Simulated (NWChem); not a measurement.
All runs are NWChem calculations. System: C2H4O2, charge 1, spin multiplicity 2, at the geometry of a parent with another charge or spin, in a state set for the comparison that need not be this species' ground state. Its SCF solution wasn't tested for a lower state. Level: UHF/def2-TZVP.

Job file:

```
start mol
memory heap 200 mb stack 900 mb global 1100 mb
charge 1
geometry units angstroms nocenter noautoz noautosym
  C     -1.374822    -0.303103     0.103078
  O     -0.061601    -0.820880     0.255085
  C      0.930492     0.023026    -0.013095
  O      0.800398     1.159695    -0.365209
  H     -1.554237     0.009771    -0.936282
  H     -2.059927    -1.113157     0.377801
  H     -1.531376     0.566561     0.758260
  H      1.901143    -0.493232     0.141317
end
basis spherical
  * library def2-tzvp
end
scf
  uhf
  nopen 1
  maxiter 100
  thresh 1e-7
  semidirect memsize 60000000 filesize 0
  # guess.movecs holds the orbitals of an unrestricted PBE0 run
  vectors input guess.movecs output mol.movecs
end
task scf energy
```

NWChem printed:

```
             Northwest Computational Chemistry Package (NWChem) 7.3.0
             --------------------------------------------------------

                                NWChem Input Module
                                -------------------

 Scaling coordinates for geometry "geometry" by  1.889725989
 (inverse scale =  0.529177249)

                             Geometry "geometry" -> ""
                             -------------------------

 Output coordinates in angstroms (scale by  1.889725989 to convert to a.u.)

  No.       Tag          Charge          X              Y              Z
 ---- ---------------- ---------- -------------- -------------- --------------
    1 C                    6.0000    -1.37482200    -0.30310300     0.10307800
    2 O                    8.0000    -0.06160100    -0.82088000     0.25508500
    3 C                    6.0000     0.93049200     0.02302600    -0.01309500
    4 O                    8.0000     0.80039800     1.15969500    -0.36520900
    5 H                    1.0000    -1.55423700     0.00977100    -0.93628200
    6 H                    1.0000    -2.05992700    -1.11315700     0.37780100
    7 H                    1.0000    -1.53137600     0.56656100     0.75826000
    8 H                    1.0000     1.90114300    -0.49323200     0.14131700

 Effective nuclear repulsion energy (a.u.)     122.8375435292

            Nuclear Dipole moment (a.u.)
            ----------------------------
        X                 Y               Z
 ---------------- ---------------- ----------------
    -0.0000018897     0.0000018897     0.0000037795


 Summary of "ao basis" -> "" (spherical)
 ------------------------------------------------------------------------------
       Tag                 Description            Shells   Functions and Types
 ---------------- ------------------------------  ------  ---------------------
 *                         def2-tzvp                  on all atoms

 Summary of "ao basis" -> "ao basis" (spherical)
 ------------------------------------------------------------------------------
       Tag                 Description            Shells   Functions and Types
 ---------------- ------------------------------  ------  ---------------------
 C                         def2-tzvp                11       31   5s3p2d1f
 O                         def2-tzvp                11       31   5s3p2d1f
 H                         def2-tzvp                 4        6   3s1p

                                 NWChem SCF Module
                                 -----------------

  ao basis        = "ao basis"
  functions       =   148
  atoms           =     8
  alpha electrons =    16
  beta  electrons =    15
  charge          =   1.00
  wavefunction    = UHF
  use symmetry    = F
  symmetry adapt  = F

 Summary of "ao basis" -> "ao basis" (spherical)
 ------------------------------------------------------------------------------
       Tag                 Description            Shells   Functions and Types
 ---------------- ------------------------------  ------  ---------------------
 C                         def2-tzvp                11       31   5s3p2d1f
 O                         def2-tzvp                11       31   5s3p2d1f
 H                         def2-tzvp                 4        6   3s1p

 Forming initial guess at       0.1s

 Starting SCF solution at       0.1s

 ----------------------------------------------
         Quadratically convergent UHF

 Convergence threshold     :          1.000E-07
 Maximum no. of iterations :          100
 Integral*density screening:          1.000E-09
 ----------------------------------------------

              iter       energy          gnorm     gmax       time
             ----- ------------------- --------- --------- --------
                 1     -227.4948657004  6.59D-01  9.35D-02      6.3
                 2     -227.5321184824  3.21D-02  5.04D-03     13.9
                 3     -227.5322849909  6.52D-04  1.99D-04     25.1
                 4     -227.5322856129  3.39D-06  6.70D-07     61.1
                 5     -227.5322856129  7.33D-09  2.44D-09     83.3

       Final UHF  results
       ------------------

         Total SCF energy =   -227.532285612858
      One electron energy =   -545.444477905503
      Two electron energy =    195.074648763418
 Nuclear repulsion energy =    122.837543529227

                       Sz =      0.5000
                 Sz(Sz+1) =      0.7500
                      S^2 =      0.7657

        Time for solution =     83.2s

          Final alpha eigenvalues
          -----------------------

              1
    1  -21.0148
    2  -20.9002
    3  -11.7023
    4  -11.5003
    5   -1.8728
    6   -1.7083
    7   -1.2447
    8   -1.1308
    9   -1.1071
   10   -1.0214
   11   -0.9949
   12   -0.9082
   13   -0.8748
   14   -0.8498
   15   -0.7606
   16   -0.7305
   17   -0.1360
   18   -0.0332
   19   -0.0249
   20    0.0151
   21    0.0295
   22    0.0561
   23    0.0569
   24    0.1060
   25    0.1148
   26    0.1534

          Final beta eigenvalues
          ----------------------

              1
    1  -20.9723
    2  -20.8968
    3  -11.7079
    4  -11.5003
    5   -1.7726
    6   -1.6664
    7   -1.2317
    8   -1.0876
    9   -1.0079
   10   -0.9767
   11   -0.9658
   12   -0.8547
   13   -0.8479
   14   -0.7582
   15   -0.7271
   16   -0.2563
   17   -0.1338
   18   -0.0291
   19   -0.0213
   20    0.0215
   21    0.0424
   22    0.0554
   23    0.0576
   24    0.1028
   25    0.1168
   26    0.1581

                    UHF Final Alpha Molecular Orbital Analysis
[...]
  ----- ------------  ---------------      ----- ------------  ---------------
     7      0.276503  1 C  py                10      0.238247  1 C  py
   132     -0.232023  6 H  s                 38     -0.190960  2 O  py
    41     -0.174375  2 O  py

 Vector   16  Occ=1.000000D+00  E=-7.305160D-01
              MO Center= -9.0D-01, -2.0D-01,  5.6D-02, r^2= 1.9D+00
   Bfn.  Coefficient  Atom+Function         Bfn.  Coefficient  Atom+Function
  ----- ------------  ---------------      ----- ------------  ---------------
    39     -0.260603  2 O  pz                 8      0.245882  1 C  pz
    42     -0.244695  2 O  pz                11      0.220802  1 C  pz
   126     -0.193284  5 H  s                138      0.189251  7 H  s
    45     -0.152723  2 O  pz

 Vector   17  Occ=0.000000D+00  E=-1.359925D-01
              MO Center=  8.8D-01,  5.2D-03, -8.6D-03, r^2= 1.9D+00
   Bfn.  Coefficient  Atom+Function         Bfn.  Coefficient  Atom+Function
  ----- ------------  ---------------      ----- ------------  ---------------
    76      0.610894  3 C  pz                73      0.401289  3 C  pz
    70      0.338376  3 C  pz               107     -0.322771  4 O  pz
    45     -0.272806  2 O  pz               101     -0.204061  4 O  pz
    75      0.189559  3 C  py                39     -0.183956  2 O  pz
   104     -0.180559  4 O  pz                42     -0.163552  2 O  pz

 Vector   18  Occ=0.000000D+00  E=-3.320393D-02
              MO Center= -4.2D-01,  3.7D-01, -1.1D-01, r^2= 6.1D+00
   Bfn.  Coefficient  Atom+Function         Bfn.  Coefficient  Atom+Function
  ----- ------------  ---------------      ----- ------------  ---------------
     5      3.284033  1 C  s                 67     -2.107384  3 C  s
   127     -1.604364  5 H  s                139     -1.595770  7 H  s
    98      1.559140  4 O  s                 74      0.806442  3 C  px
    13      0.722783  1 C  py                75     -0.658688  3 C  py
   133     -0.607538  6 H  s                 36      0.597671  2 O  s

 Vector   19  Occ=0.000000D+00  E=-2.494945D-02
              MO Center=  2.3D+00, -7.2D-01,  2.1D-01, r^2= 2.8D+00
   Bfn.  Coefficient  Atom+Function         Bfn.  Coefficient  Atom+Function
  ----- ------------  ---------------      ----- ------------  ---------------
   145      3.048564  8 H  s                 67     -1.785018  3 C  s
    74     -1.017531  3 C  px                75      0.629248  3 C  py
     5      0.526230  1 C  s                 66     -0.368038  3 C  s
   139     -0.356018  7 H  s                127     -0.346324  5 H  s
   144     -0.338756  8 H  s                 12     -0.246731  1 C  px

                     UHF Final Beta Molecular Orbital Analysis
                     -----------------------------------------

 Vector   13  Occ=1.000000D+00  E=-8.478618D-01
              MO Center= -2.7D-01, -5.7D-01,  1.8D-01, r^2= 2.2D+00
   Bfn.  Coefficient  Atom+Function         Bfn.  Coefficient  Atom+Function
  ----- ------------  ---------------      ----- ------------  ---------------
    37     -0.226990  2 O  px                38      0.228111  2 O  py
    40     -0.212045  2 O  px                 6      0.209481  1 C  px
    41      0.208587  2 O  py                 9      0.178282  1 C  px

 Vector   14  Occ=1.000000D+00  E=-7.581598D-01
              MO Center= -1.2D+00, -4.9D-01,  1.7D-01, r^2= 1.7D+00
   Bfn.  Coefficient  Atom+Function         Bfn.  Coefficient  Atom+Function
  ----- ------------  ---------------      ----- ------------  ---------------
     7      0.275706  1 C  py                10      0.237824  1 C  py
   132     -0.226237  6 H  s                 38     -0.191380  2 O  py
    41     -0.174142  2 O  py

 Vector   15  Occ=1.000000D+00  E=-7.271067D-01
              MO Center= -8.3D-01, -1.8D-01,  5.1D-02, r^2= 1.9D+00
   Bfn.  Coefficient  Atom+Function         Bfn.  Coefficient  Atom+Function
  ----- ------------  ---------------      ----- ------------  ---------------
    39      0.271023  2 O  pz                42      0.254080  2 O  pz
     8     -0.237201  1 C  pz                11     -0.212836  1 C  pz
   126      0.189421  5 H  s                138     -0.185441  7 H  s
    45      0.160336  2 O  pz

 Vector   16  Occ=0.000000D+00  E=-2.563374D-01
              MO Center=  8.2D-01,  7.9D-01, -2.5D-01, r^2= 1.7D+00
   Bfn.  Coefficient  Atom+Function         Bfn.  Coefficient  Atom+Function
  ----- ------------  ---------------      ----- ------------  ---------------
    99      0.349644  4 O  px               102      0.328418  4 O  px
   105      0.327104  4 O  px                36      0.298247  2 O  s
   145     -0.286453  8 H  s                  5      0.211944  1 C  s
    74      0.207228  3 C  px

 Vector   17  Occ=0.000000D+00  E=-1.338030D-01
              MO Center=  8.8D-01,  6.3D-02, -2.6D-02, r^2= 1.9D+00
   Bfn.  Coefficient  Atom+Function         Bfn.  Coefficient  Atom+Function
  ----- ------------  ---------------      ----- ------------  ---------------
    76      0.591608  3 C  pz                73      0.410166  3 C  pz
   107     -0.364035  4 O  pz                70      0.338610  3 C  pz
    45     -0.265045  2 O  pz               101     -0.223576  4 O  pz
   104     -0.199705  4 O  pz                75      0.183380  3 C  py
    39     -0.179014  2 O  pz                42     -0.159769  2 O  pz

 Vector   18  Occ=0.000000D+00  E=-2.905109D-02
              MO Center= -4.2D-01,  4.2D-01, -1.3D-01, r^2= 6.3D+00
   Bfn.  Coefficient  Atom+Function         Bfn.  Coefficient  Atom+Function
  ----- ------------  ---------------      ----- ------------  ---------------
     5      3.397519  1 C  s                 67     -2.137182  3 C  s
   127     -1.680165  5 H  s                139     -1.668447  7 H  s
    98      1.618892  4 O  s                 13      0.765219  1 C  py
    75     -0.720806  3 C  py                74      0.704091  3 C  px
   133     -0.581459  6 H  s                106     -0.426619  4 O  py

 center of mass
 --------------
 x =   0.10122997 y =   0.03212267 z =  -0.01063738

 moments of inertia (a.u.)
 ------------------
         143.297097994388         -76.187891277669          24.900234376355
         -76.187891277669         217.308723110728          37.734451409032
          24.900234376355          37.734451409032         325.404409427249

  Mulliken analysis of the total density
  --------------------------------------

    Atom       Charge   Shell Charges
 -----------   ------   -------------------------------------------------------
    1 C    6     6.19   0.85  1.12  0.48  0.70  0.10  1.21  1.33  0.29  0.03  0.07  0.01
    2 O    8     8.22   0.79  1.18  0.57  0.98  0.26  1.83  2.04  0.52  0.00  0.04  0.00
    3 C    6     5.51   0.86  1.12  0.54  0.54  0.04  1.15  0.94  0.07  0.06  0.16  0.02
    4 O    8     7.92   0.79  1.18  0.62  1.00  0.29  1.78  1.80  0.42  0.01  0.03  0.00
    5 H    1     0.82   0.26  0.47  0.07  0.02
    6 H    1     0.80   0.26  0.47  0.05  0.02
    7 H    1     0.82   0.26  0.47  0.07  0.02
    8 H    1     0.71   0.24  0.41  0.04  0.02

  Mulliken analysis of the alpha density
  --------------------------------------

    Atom       Charge   Shell Charges
 -----------   ------   -------------------------------------------------------
    1 C    6     3.10   0.43  0.56  0.24  0.35  0.05  0.61  0.67  0.15  0.01  0.04  0.00
    2 O    8     4.15   0.40  0.59  0.28  0.49  0.13  0.93  1.04  0.26  0.00  0.02  0.00
    3 C    6     2.67   0.43  0.56  0.26  0.26  0.02  0.54  0.43  0.03  0.03  0.09  0.01
    4 O    8     4.47   0.40  0.59  0.32  0.51  0.14  1.13  1.12  0.24  0.00  0.02  0.00
    5 H    1     0.41   0.13  0.23  0.03  0.01
    6 H    1     0.40   0.13  0.23  0.02  0.01
    7 H    1     0.41   0.13  0.24  0.03  0.01
    8 H    1     0.39   0.13  0.23  0.02  0.01

   Mulliken analysis of the beta density
   -------------------------------------

    Atom       Charge   Shell Charges
 -----------   ------   -------------------------------------------------------
    1 C    6     3.09   0.43  0.56  0.24  0.35  0.05  0.61  0.66  0.14  0.01  0.03  0.00
    2 O    8     4.07   0.40  0.59  0.28  0.49  0.13  0.90  1.01  0.26  0.00  0.02  0.00
    3 C    6     2.84   0.43  0.56  0.28  0.28  0.02  0.61  0.51  0.05  0.02  0.07  0.01
    4 O    8     3.45   0.40  0.59  0.30  0.49  0.15  0.65  0.68  0.18  0.00  0.02  0.00
    5 H    1     0.41   0.13  0.24  0.03  0.01
    6 H    1     0.40   0.13  0.23  0.02  0.01
    7 H    1     0.41   0.13  0.24  0.03  0.01
    8 H    1     0.32   0.11  0.18  0.01  0.01

   Mulliken analysis of the spin density
   -------------------------------------

    Atom       Charge   Shell Charges
 -----------   ------   -------------------------------------------------------
    1 C    6     0.01   0.00 -0.00  0.00 -0.00  0.00  0.00  0.00  0.00 -0.00  0.00  0.00
    2 O    8     0.08   0.00 -0.00  0.00  0.00 -0.00  0.04  0.03  0.00  0.00 -0.00  0.00
    3 C    6    -0.17  -0.00  0.00 -0.02 -0.02 -0.00 -0.07 -0.08 -0.02  0.01  0.02  0.00
    4 O    8     1.02   0.00 -0.00  0.02  0.03 -0.01  0.48  0.44  0.06 -0.00 -0.00 -0.00
    5 H    1    -0.00   0.00 -0.00 -0.00  0.00
    6 H    1    -0.00  -0.00 -0.00 -0.00  0.00
    7 H    1    -0.00   0.00 -0.00 -0.00  0.00
    8 H    1     0.08   0.02  0.05  0.01 -0.00

       Multipole analysis of the density wrt the origin
       ------------------------------------------------

     L   x y z        total         alpha         beta         nuclear
     -   - - -        -----         -----         ----         -------
     0   0 0 0      1.000000    -16.000000    -15.000000     32.000000

     1   1 0 0      0.650354     -0.438088      1.088445     -0.000002
     1   0 1 0      0.103092     -0.893647      0.996737      0.000002
     1   0 0 1     -0.036070      0.280273     -0.316347      0.000004

     2   2 0 0     -6.905216    -66.568755    -62.858133    122.521672
     2   1 1 0      0.482313    -20.722444    -17.832757     39.037515
     2   1 0 1     -0.202857      6.791770      5.872476    -12.867103
     2   0 2 0    -15.408395    -43.251495    -38.249390     66.092489
     2   0 1 1      0.020051     10.274927      8.752015    -19.006891
     2   0 0 2    -15.328686    -13.815367    -13.178677     11.665358

 Task  times  cpu:       83.4s     wall:       83.4s

 Total times  cpu:       83.5s     wall:       83.5s
```
